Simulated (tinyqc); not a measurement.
Inside a calculation (part 1 of 2). Method: RHF in the sto-3g basis, for H3O+, spin multiplicity 1. Computed by tinyqc, a small Python program that keeps every step (integrals from PySCF). Settings: charge = 1, multiplicity = 1, basis = sto-3g, energy threshold = 1e-09, iteration cap = 64, orthogonalisation = symmetric, start = core, DIIS depth = 0, method = RHF. Command: `OMP_NUM_THREADS=1 python tinyqc.py 23833 23834 out.jsonl` (the two numbers bound the seeds that draw the settings). One thread of a shared host (Intel(R) Xeon(R) Processor @ 2.60GHz), about 0.06 s of CPU time with the checks. Later iterations appear only in the table of the cycle.

## One-electron integrals

Geometry (angstrom):
```
atom         x         y        z
O      0.00000   0.00000  0.11500
H      1.01900   0.00000  0.00000
H     -0.51000   0.88300  0.00000
H     -0.51000  -0.88300  0.00000
```

Basis sto-3g: exponents (1/bohr^2) and contraction coefficients of normalised primitives:
```
element  l (shell)   exponent  coefficient
O            s (1)  130.70932      0.15433
O            s (1)   23.80886      0.53533
O            s (1)    6.44361      0.44463
O            s (2)    5.03315     -0.09997
O            s (2)    1.16960      0.39951
O            s (2)    0.38039      0.70012
O            p (3)    5.03315      0.15592
O            p (3)    1.16960      0.60768
O            p (3)    0.38039      0.39196
H            s (1)    3.42525      0.15433
H            s (1)    0.62391      0.53533
H            s (1)    0.16886      0.44463
```

Overlap, kinetic and nuclear-attraction integrals over the contracted functions; the nuclear repulsion is the sum of Za Zb / Rab.

nuclear repulsion = 13.2782875 hartree

overlap S:
```
          1O 1s    1O 2s    1O 2px    1O 2py    1O 2pz     2H 1s     3H 1s     4H 1s
1O 1s   1.00000  0.23670   0.00000   0.00000   0.00000   0.04588   0.04580   0.04580
1O 2s   0.23670  1.00000   0.00000   0.00000   0.00000   0.43111   0.43068   0.43068
1O 2px  0.00000  0.00000   1.00000   0.00000   0.00000   0.36651  -0.18318  -0.18318
1O 2py  0.00000  0.00000   0.00000   1.00000   0.00000   0.00000   0.31716  -0.31716
1O 2pz  0.00000  0.00000   0.00000   0.00000   1.00000  -0.04136  -0.04131  -0.04131
2H 1s   0.04588  0.43111   0.36651   0.00000  -0.04136   1.00000   0.17305   0.17305
3H 1s   0.04580  0.43068  -0.18318   0.31716  -0.04131   0.17305   1.00000   0.17296
4H 1s   0.04580  0.43068  -0.18318  -0.31716  -0.04131   0.17305   0.17296   1.00000
```

kinetic energy T (hartree):
```
           1O 1s     1O 2s    1O 2px    1O 2py    1O 2pz     2H 1s     3H 1s     4H 1s
1O 1s   29.00320  -0.16801   0.00000   0.00000   0.00000  -0.00631  -0.00634  -0.00634
1O 2s   -0.16801   0.80813   0.00000   0.00000   0.00000   0.09828   0.09800   0.09800
1O 2px   0.00000   0.00000   2.52873   0.00000   0.00000   0.23299  -0.11629  -0.11629
1O 2py   0.00000   0.00000   0.00000   2.52873   0.00000   0.00000   0.20135  -0.20135
1O 2pz   0.00000   0.00000   0.00000   0.00000   2.52873  -0.02629  -0.02622  -0.02622
2H 1s   -0.00631   0.09828   0.23299   0.00000  -0.02629   0.76003  -0.00511  -0.00511
3H 1s   -0.00634   0.09800  -0.11629   0.20135  -0.02622  -0.00511   0.76003  -0.00512
4H 1s   -0.00634   0.09800  -0.11629  -0.20135  -0.02622  -0.00511  -0.00512   0.76003
```

nuclear attraction V (hartree):
```
            1O 1s      1O 2s     1O 2px     1O 2py     1O 2pz     2H 1s     3H 1s     4H 1s
1O 1s   -62.16586   -7.54936   -0.00001    0.00000    0.00454  -1.50081  -1.49829  -1.49829
1O 2s    -7.54936  -10.58614   -0.00014    0.00000    0.05463  -3.58553  -3.58118  -3.58118
1O 2px   -0.00001   -0.00014  -10.56379    0.00000    0.00002  -2.70958   1.35386   1.35386
1O 2py    0.00000    0.00000    0.00000  -10.56357    0.00000   0.00000  -2.34406   2.34406
1O 2pz    0.00454    0.05463    0.00002    0.00000  -10.40987   0.32022   0.31970   0.31970
2H 1s    -1.50081   -3.58553   -2.70958    0.00000    0.32022  -5.83879  -1.14851  -1.14851
3H 1s    -1.49829   -3.58118    1.35386   -2.34406    0.31970  -1.14851  -5.83632  -1.14763
4H 1s    -1.49829   -3.58118    1.35386    2.34406    0.31970  -1.14851  -1.14763  -5.83632
```

core Hamiltonian H = T + V (hartree):
```
            1O 1s     1O 2s    1O 2px    1O 2py    1O 2pz     2H 1s     3H 1s     4H 1s
1O 1s   -33.16266  -7.71737  -0.00001   0.00000   0.00454  -1.50712  -1.50462  -1.50462
1O 2s    -7.71737  -9.77802  -0.00014   0.00000   0.05463  -3.48725  -3.48318  -3.48318
1O 2px   -0.00001  -0.00014  -8.03506   0.00000   0.00002  -2.47659   1.23757   1.23757
1O 2py    0.00000   0.00000   0.00000  -8.03483   0.00000   0.00000  -2.14272   2.14272
1O 2pz    0.00454   0.05463   0.00002   0.00000  -7.88114   0.29392   0.29347   0.29347
2H 1s    -1.50712  -3.48725  -2.47659   0.00000   0.29392  -5.07876  -1.15362  -1.15362
3H 1s    -1.50462  -3.48318   1.23757  -2.14272   0.29347  -1.15362  -5.07629  -1.15275
4H 1s    -1.50462  -3.48318   1.23757   2.14272   0.29347  -1.15362  -1.15275  -5.07629
```

## Two-electron integrals

Functions are numbered as in S; the eight-fold symmetry (ij|kl) = (ji|kl) = (kl|ij) leaves the list below.

Two-electron integrals (ij|kl) in chemists' order, unique and non-zero (hartree):
```
(11|11) 4.78507     (21|11) 0.74138     (21|21) 0.13687     (22|11) 1.11895
(22|21) 0.25663     (22|22) 0.81721     (31|31) 0.02448     (32|31) 0.03781
(32|32) 0.18052     (33|11) 1.11581     (33|21) 0.25668     (33|22) 0.81702
(33|33) 0.88016     (41|41) 0.02448     (42|41) 0.03781     (42|42) 0.18052
(43|43) 0.04744     (44|11) 1.11581     (44|21) 0.25668     (44|22) 0.81702
(44|33) 0.78527     (44|44) 0.88016     (51|51) 0.02448     (52|51) 0.03781
(52|52) 0.18052     (53|53) 0.04744     (54|54) 0.04744     (55|11) 1.11581
(55|21) 0.25668     (55|22) 0.81702     (55|33) 0.78527     (55|44) 0.78527
(55|55) 0.88016     (61|11) 0.14573     (61|21) 0.02668     (61|22) 0.04972
(61|31) 0.00122     (61|32) 0.00229     (61|33) 0.04992     (61|44) 0.04962
(61|51) -0.00014    (61|52) -0.00026    (61|53) -3.30e-05   (61|55) 0.04963
(61|61) 0.00527     (62|11) 0.35823     (62|21) 0.08321     (62|22) 0.29380
(62|31) 0.00621     (62|32) 0.04766     (62|33) 0.30337     (62|44) 0.28878
(62|51) -0.00070    (62|52) -0.00538    (62|53) -0.00165    (62|55) 0.28896
(62|61) 0.01654     (62|62) 0.13130     (63|11) 0.25792     (63|21) 0.06068
(63|22) 0.22876     (63|31) 0.01263     (63|32) 0.08568     (63|33) 0.24908
(63|44) 0.21841     (63|51) -0.00045    (63|52) -0.00396    (63|53) -0.00235
(63|55) 0.21855     (63|61) 0.01259     (63|62) 0.12419     (63|63) 0.13471
(64|41) 0.00866     (64|42) 0.05058     (64|43) 0.00988     (64|54) -0.00111
(64|64) 0.01861     (65|11) -0.02911    (65|21) -0.00685    (65|22) -0.02582
(65|31) -0.00045    (65|32) -0.00396    (65|33) -0.02588    (65|44) -0.02465
(65|51) 0.00871     (65|52) 0.05103     (65|53) 0.01002     (65|55) -0.02689
(65|61) -0.00142    (65|62) -0.01402    (65|63) -0.01310    (65|65) 0.02009
(66|11) 0.50115     (66|21) 0.11829     (66|22) 0.47934     (66|31) 0.01134
(66|32) 0.12028     (66|33) 0.51665     (66|44) 0.46002     (66|51) -0.00128
(66|52) -0.01357    (66|53) -0.00639    (66|55) 0.46074     (66|61) 0.02372
(66|62) 0.27088     (66|63) 0.29245     (66|65) -0.03300    (66|66) 0.77461
(71|11) 0.14549     (71|21) 0.02664     (71|22) 0.04964     (71|31) -0.00061
(71|32) -0.00115    (71|33) 0.04961     (71|41) 0.00106     (71|42) 0.00198
(71|43) -0.00013    (71|44) 0.04976     (71|51) -0.00014    (71|52) -0.00026
(71|53) 1.65e-05    (71|54) -2.85e-05   (71|55) 0.04954     (71|61) 0.00516
(71|62) 0.01590     (71|63) 0.01134     (71|64) 0.00045     (71|65) -0.00137
(71|66) 0.02252     (71|71) 0.00525     (72|11) 0.35778     (72|21) 0.08310
(72|22) 0.29346     (72|31) -0.00310    (72|32) -0.02381    (72|33) 0.29209
(72|41) 0.00537     (72|42) 0.04123     (72|43) -0.00632    (72|44) 0.29938
(72|51) -0.00070    (72|52) -0.00537    (72|53) 0.00082     (72|54) -0.00142
(72|55) 0.28862     (72|61) 0.01591     (72|62) 0.10273     (72|63) 0.07426
(72|64) 0.01149     (72|65) -0.01063    (72|66) 0.17009     (72|71) 0.01649
(72|72) 0.13102     (73|11) -0.12888    (73|21) -0.03032    (73|22) -0.11431
(73|31) 0.00964     (73|32) 0.05929     (73|33) -0.12037    (73|41) -0.00172
(73|42) -0.01519    (73|43) 0.01091     (73|44) -0.11323    (73|51) 0.00022
(73|52) 0.00198     (73|53) -0.00142    (73|54) 0.00053     (73|55) -0.10921
(73|61) -0.00529    (73|62) -0.02720    (73|63) -0.00625    (73|64) -0.00237
(73|65) 0.00274     (73|66) -0.03351    (73|71) -0.00628    (73|72) -0.06200
(73|73) 0.04756     (74|11) 0.22313     (74|21) 0.05249     (74|22) 0.19792
(74|31) -0.00172    (74|32) -0.01519    (74|33) 0.19132     (74|41) 0.01162
(74|42) 0.07681     (74|43) -0.00903    (74|44) 0.21313     (74|51) -0.00039
(74|52) -0.00342    (74|53) 0.00053     (74|54) -0.00204    (74|55) 0.18908
(74|61) 0.01005     (74|62) 0.07007     (74|63) 0.05021     (74|64) 0.02139
(74|65) -0.00712    (74|66) 0.11739     (74|71) 0.01087     (74|72) 0.10734
(74|73) -0.05020    (74|74) 0.10548     (75|11) -0.02906    (75|21) -0.00684
(75|22) -0.02578    (75|31) 0.00022     (75|32) 0.00198     (75|33) -0.02492
(75|41) -0.00039    (75|42) -0.00342    (75|43) 0.00053     (75|44) -0.02553
(75|51) 0.00870     (75|52) 0.05096     (75|53) -0.00500    (75|54) 0.00866
(75|55) -0.02685    (75|61) -0.00137    (75|62) -0.01062    (75|63) -0.00753
(75|64) -0.00119    (75|65) 0.01503     (75|66) -0.01916    (75|71) -0.00142
(75|72) -0.01398    (75|73) 0.00654     (75|74) -0.01132    (75|75) 0.02004
(76|11) 0.11024     (76|21) 0.02580     (76|22) 0.09767     (76|31) 0.00078
(76|32) 0.00696     (76|33) 0.09830     (76|41) 0.00136     (76|42) 0.01206
(76|43) 0.00037     (76|44) 0.09874     (76|51) -0.00035    (76|52) -0.00314
(76|53) -0.00036    (76|54) -0.00063    (76|55) 0.09588     (76|61) 0.00505
(76|62) 0.04174     (76|63) 0.03685     (76|64) 0.00437     (76|65) -0.00501
(76|66) 0.08623     (76|71) 0.00505     (76|72) 0.04170     (76|73) -0.01464
(76|74) 0.03407     (76|75) -0.00501    (76|76) 0.01609     (77|11) 0.50085
(77|21) 0.11822     (77|22) 0.47910     (77|31) -0.00567    (77|32) -0.06012
(77|33) 0.47395     (77|41) 0.00981     (77|42) 0.10409     (77|43) -0.02451
(77|44) 0.50223     (77|51) -0.00128    (77|52) -0.01356    (77|53) 0.00319
(77|54) -0.00553    (77|55) 0.46051     (77|61) 0.02255     (77|62) 0.17021
(77|63) 0.11845     (77|64) 0.02971     (77|65) -0.01917    (77|66) 0.29733
(77|71) 0.02367     (77|72) 0.27053     (77|73) -0.14612    (77|74) 0.25298
(77|75) -0.03295    (77|76) 0.08623     (77|77) 0.77461     (81|11) 0.14549
(81|21) 0.02664     (81|22) 0.04964     (81|31) -0.00061    (81|32) -0.00115
(81|33) 0.04961     (81|41) -0.00106    (81|42) -0.00198    (81|43) 0.00013
(81|44) 0.04976     (81|51) -0.00014    (81|52) -0.00026    (81|53) 1.65e-05
(81|54) 2.85e-05    (81|55) 0.04954     (81|61) 0.00516     (81|62) 0.01590
(81|63) 0.01134     (81|64) -0.00045    (81|65) -0.00137    (81|66) 0.02252
(81|71) 0.00515     (81|72) 0.01588     (81|73) -0.00605    (81|74) 0.00959
(81|75) -0.00136    (81|76) 0.00489     (81|77) 0.02251     (81|81) 0.00525
(82|11) 0.35778     (82|21) 0.08310     (82|22) 0.29346     (82|31) -0.00310
(82|32) -0.02381    (82|33) 0.29209     (82|41) -0.00537    (82|42) -0.04123
(82|43) 0.00632     (82|44) 0.29938     (82|51) -0.00070    (82|52) -0.00537
(82|53) 0.00082     (82|54) 0.00142     (82|55) 0.28862     (82|61) 0.01591
(82|62) 0.10273     (82|63) 0.07426     (82|64) -0.01149    (82|65) -0.01063
(82|66) 0.17009     (82|71) 0.01588     (82|72) 0.10262     (82|73) -0.04706
(82|74) 0.05851     (82|75) -0.01061    (82|76) 0.03356     (82|77) 0.17003
(82|81) 0.01649     (82|82) 0.13102     (83|11) -0.12888    (83|21) -0.03032
(83|22) -0.11431    (83|31) 0.00964     (83|32) 0.05929     (83|33) -0.12037
(83|41) 0.00172     (83|42) 0.01519     (83|43) -0.01091    (83|44) -0.11323
(83|51) 0.00022     (83|52) 0.00198     (83|53) -0.00142    (83|54) -0.00053
(83|55) -0.10921    (83|61) -0.00529    (83|62) -0.02720    (83|63) -0.00625
(83|64) 0.00237     (83|65) 0.00274     (83|66) -0.03351    (83|71) -0.00605
(83|72) -0.04706    (83|73) 0.03518     (83|74) -0.02627    (83|75) 0.00479
(83|76) -0.01152    (83|77) -0.08492    (83|81) -0.00628    (83|82) -0.06200
(83|83) 0.04756     (84|11) -0.22313    (84|21) -0.05249    (84|22) -0.19792
(84|31) 0.00172     (84|32) 0.01519     (84|33) -0.19132    (84|41) 0.01162
(84|42) 0.07681     (84|43) -0.00903    (84|44) -0.21313    (84|51) 0.00039
(84|52) 0.00342     (84|53) -0.00053    (84|54) -0.00204    (84|55) -0.18908
(84|61) -0.01005    (84|62) -0.07007    (84|63) -0.05021    (84|64) 0.02139
(84|65) 0.00712     (84|66) -0.11739    (84|71) -0.00959    (84|72) -0.05851
(84|73) 0.02627     (84|74) -0.02003    (84|75) 0.00592     (84|76) -0.01994
(84|77) -0.08767    (84|81) -0.01087    (84|82) -0.10734    (84|83) 0.05020
(84|84) 0.10548     (85|11) -0.02906    (85|21) -0.00684    (85|22) -0.02578
(85|31) 0.00022     (85|32) 0.00198     (85|33) -0.02492    (85|41) 0.00039
(85|42) 0.00342     (85|43) -0.00053    (85|44) -0.02553    (85|51) 0.00870
(85|52) 0.05096     (85|53) -0.00500    (85|54) -0.00866    (85|55) -0.02685
(85|61) -0.00137    (85|62) -0.01062    (85|63) -0.00753    (85|64) 0.00119
(85|65) 0.01503     (85|66) -0.01916    (85|71) -0.00136    (85|72) -0.01061
(85|73) 0.00479     (85|74) -0.00592    (85|75) 0.01501     (85|76) -0.00390
(85|77) -0.01915    (85|81) -0.00142    (85|82) -0.01398    (85|83) 0.00654
(85|84) 0.01132     (85|85) 0.02004     (86|11) 0.11024     (86|21) 0.02580
(86|22) 0.09767     (86|31) 0.00078     (86|32) 0.00696     (86|33) 0.09830
(86|41) -0.00136    (86|42) -0.01206    (86|43) -0.00037    (86|44) 0.09874
(86|51) -0.00035    (86|52) -0.00314    (86|53) -0.00036    (86|54) 0.00063
(86|55) 0.09588     (86|61) 0.00505     (86|62) 0.04174     (86|63) 0.03685
(86|64) -0.00437    (86|65) -0.00501    (86|66) 0.08623     (86|71) 0.00489
(86|72) 0.03356     (86|73) -0.01152    (86|74) 0.01994     (86|75) -0.00390
(86|76) 0.01312     (86|77) 0.05661     (86|81) 0.00505     (86|82) 0.04170
(86|83) -0.01464    (86|84) -0.03407    (86|85) -0.00501    (86|86) 0.01609
(87|11) 0.11015     (87|21) 0.02578     (87|22) 0.09760     (87|31) -0.00157
(87|32) -0.01392    (87|33) 0.09888     (87|44) 0.09801     (87|51) -0.00035
(87|52) -0.00314    (87|53) 0.00073     (87|55) 0.09581     (87|61) 0.00490
(87|62) 0.03357     (87|63) 0.02303     (87|65) -0.00390    (87|66) 0.05659
(87|71) 0.00504     (87|72) 0.04167     (87|73) -0.02219    (87|74) 0.02969
(87|75) -0.00500    (87|76) 0.01311     (87|77) 0.08618     (87|81) 0.00504
(87|82) 0.04167     (87|83) -0.02219    (87|84) -0.02969    (87|85) -0.00500
(87|86) 0.01311     (87|87) 0.01607     (88|11) 0.50085     (88|21) 0.11822
(88|22) 0.47910     (88|31) -0.00567    (88|32) -0.06012    (88|33) 0.47395
(88|41) -0.00981    (88|42) -0.10409    (88|43) 0.02451     (88|44) 0.50223
(88|51) -0.00128    (88|52) -0.01356    (88|53) 0.00319     (88|54) 0.00553
(88|55) 0.46051     (88|61) 0.02255     (88|62) 0.17021     (88|63) 0.11845
(88|64) -0.02971    (88|65) -0.01917    (88|66) 0.29733     (88|71) 0.02251
(88|72) 0.17003     (88|73) -0.08492    (88|74) 0.08767     (88|75) -0.01915
(88|76) 0.05661     (88|77) 0.29728     (88|81) 0.02367     (88|82) 0.27053
(88|83) -0.14612    (88|84) -0.25298    (88|85) -0.03295    (88|86) 0.08623
(88|87) 0.08618     (88|88) 0.77461
```

## Orthogonalisation

S = U s U^T; symmetric (Loewdin) form X = U s^(-1/2) U^T, so that X^T S X = 1.

eigenvalues of S: 0.37322  0.45637  0.45673  0.97018  1.01556  1.37031  1.37055  1.98707

X:
```
           1O 1s     1O 2s    1O 2px    1O 2py    1O 2pz     2H 1s     3H 1s     4H 1s
1O 1s    1.02479  -0.14741  -0.00001   0.00000   0.00231   0.01955   0.01954   0.01954
1O 2s   -0.14741   1.27410   0.00016   0.00000  -0.02367  -0.24583  -0.24540  -0.24540
1O 2px  -0.00001   0.00016   1.10796   0.00000  -0.00002  -0.25104   0.12542   0.12542
1O 2py   0.00000   0.00000   0.00000   1.10777   0.00000   0.00000  -0.21712   0.21712
1O 2pz   0.00231  -0.02367  -0.00002   0.00000   1.00222   0.02316   0.02311   0.02311
2H 1s    0.01955  -0.24583  -0.25104   0.00000   0.02316   1.16873  -0.05788  -0.05788
3H 1s    0.01954  -0.24540   0.12542  -0.21712   0.02311  -0.05788   1.16834  -0.05783
4H 1s    0.01954  -0.24540   0.12542   0.21712   0.02311  -0.05788  -0.05783   1.16834
```

## Starting guess

The start is the orbitals of the core Hamiltonian; D = 2 C_occ C_occ^T.

D at the start:
```
           1O 1s     1O 2s    1O 2px    1O 2py    1O 2pz     2H 1s     3H 1s     4H 1s
1O 1s    2.13818  -0.62494  -0.00006   0.00000   0.01250   0.07277   0.07267   0.07267
1O 2s   -0.62494   2.81342   0.00048   0.00000  -0.07514  -0.31763  -0.31712  -0.31712
1O 2px  -0.00006   0.00048   2.38091   0.00000  -0.00006  -0.43707   0.21835   0.21835
1O 2py   0.00000   0.00000   0.00000   2.38025   0.00000   0.00000  -0.37800   0.37800
1O 2pz   0.01250  -0.07514  -0.00006   0.00000   2.00783   0.04005   0.03997   0.03997
2H 1s    0.07277  -0.31763  -0.43707   0.00000   0.04005   0.11657  -0.00379  -0.00379
3H 1s    0.07267  -0.31712   0.21835  -0.37800   0.03997  -0.00379   0.11630  -0.00375
4H 1s    0.07267  -0.31712   0.21835   0.37800   0.03997  -0.00379  -0.00375   0.11630
```

## Iteration 1: building the Fock matrix

J_ij = sum D_kl (ij|kl), K_ij = sum D_kl (ik|jl); F = H + J - 0.5 K; E = tr D H + tr D J / 2 - 0.25 tr D K + E_nn.

Coulomb J (hartree):
```
           1O 1s     1O 2s    1O 2px    1O 2py    1O 2pz     2H 1s     3H 1s     4H 1s
1O 1s   18.87787   3.60717   0.00000   0.00000  -0.00098   0.70309   0.70192   0.70192
1O 2s    3.60717   8.92396  -0.00001   0.00000   0.00187   3.10173   3.09809   3.09809
1O 2px   0.00000  -0.00001   8.91353   0.00000   0.00000   2.36322  -1.18089  -1.18089
1O 2py   0.00000   0.00000   0.00000   8.91355   0.00000   0.00000   2.04455  -2.04455
1O 2pz  -0.00098   0.00187   0.00000   0.00000   8.92148  -0.26586  -0.26543  -0.26543
2H 1s    0.70309   3.10173   2.36322   0.00000  -0.26586   4.83633   1.00901   1.00901
3H 1s    0.70192   3.09809  -1.18089   2.04455  -0.26543   1.00901   4.83387   1.00826
4H 1s    0.70192   3.09809  -1.18089  -2.04455  -0.26543   1.00901   1.00826   4.83387
```

exchange K (hartree):
```
           1O 1s     1O 2s    1O 2px    1O 2py    1O 2pz     2H 1s     3H 1s     4H 1s
1O 1s    9.86673   1.72997   0.00000   0.00000  -0.00034   0.35481   0.35423   0.35423
1O 2s    1.72997   2.88773  -0.00001   0.00000   0.00020   0.87264   0.87155   0.87155
1O 2px   0.00000  -0.00001   2.37856   0.00000   0.00000   0.49210  -0.24589  -0.24589
1O 2py   0.00000   0.00000   0.00000   2.37859   0.00000   0.00000   0.42572  -0.42572
1O 2pz  -0.00034   0.00020   0.00000   0.00000   2.38678  -0.05509  -0.05499  -0.05499
2H 1s    0.35481   0.87264   0.49210   0.00000  -0.05509   0.40658   0.22174   0.22174
3H 1s    0.35423   0.87155  -0.24589   0.42572  -0.05499   0.22174   0.40568   0.22150
4H 1s    0.35423   0.87155  -0.24589  -0.42572  -0.05499   0.22174   0.22150   0.40568
```

Fock matrix F (hartree):
```
            1O 1s     1O 2s    1O 2px    1O 2py    1O 2pz     2H 1s     3H 1s     4H 1s
1O 1s   -19.21815  -4.97518  -0.00001   0.00000   0.00374  -0.98143  -0.97982  -0.97982
1O 2s    -4.97518  -2.29792  -0.00015   0.00000   0.05640  -0.82184  -0.82087  -0.82087
1O 2px   -0.00001  -0.00015  -0.31081   0.00000   0.00002  -0.35942   0.17962   0.17962
1O 2py    0.00000   0.00000   0.00000  -0.31058   0.00000   0.00000  -0.31102   0.31102
1O 2pz    0.00374   0.05640   0.00002   0.00000  -0.15306   0.05561   0.05554   0.05554
2H 1s    -0.98143  -0.82184  -0.35942   0.00000   0.05561  -0.44572  -0.25547  -0.25547
3H 1s    -0.97982  -0.82087   0.17962  -0.31102   0.05554  -0.25547  -0.44526  -0.25524
4H 1s    -0.97982  -0.82087   0.17962   0.31102   0.05554  -0.25547  -0.25524  -0.44526
```

total energy of this density = -73.3548857 hartree
